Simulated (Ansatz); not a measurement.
**BSiH2F (SMILES B[Si]F): methods side by side**

BSiH2F has 5 atoms, charge 0, and is taken as a triplet. SMILES: `B[Si]F`. Geometry: relaxed at GFN2-xTB.

Each level gives the vertical electron affinity (to the doublet anion) (eV). The values are calculated.

The electron affinity is E(neutral) − E(anion): positive where the electron is bound.

| level | kind | program | value (eV) | less FCI/STO-3G | CPU time (all runs) |
| --- | --- | --- | --- | --- | --- |
| UHF/STO-3G | Hartree–Fock | Ansatz | -4.35 | +0.16 | 0.45 s |
| UPBE0/STO-3G | global hybrid | Ansatz | -3.40 | +1.11 | 5.2 s |
| U-wB97M-V/STO-3G | range-separated hybrid | Ansatz | -3.38 | +1.13 | 63 s |
| U-wB97X/STO-3G | range-separated hybrid | Ansatz | -3.37 | +1.14 | 23 s |
| UB2PLYP/STO-3G | double hybrid | Ansatz | -3.72 | +0.79 | 5.4 s |
| UCCSD(T)/STO-3G | coupled cluster or CI | Ansatz | -4.49 | +0.02 | 0.77 s |
| UCCSDTQ/STO-3G | coupled cluster or CI | Ansatz | -4.51 | 0.00 | 3.4 min |
| FCI/STO-3G | exact in the basis | Ansatz | -4.51 | 0.00 | 3 min |

FCI/STO-3G is exact within its basis and frozen core, so for wave-function methods in that basis the difference is their error; functionals converge differently with the basis, so for them it is only a difference. The values span -4.51 to -3.37 eV. All rows use very small basis sets, so even the best lies far from the true value. Negative values mean that the anion is unbound at that level; they are set by how diffuse the basis is and aren't properties of the molecule. Times are those of the runs behind each value, whatever else they computed, on shared processors of several kinds: orders of magnitude only.
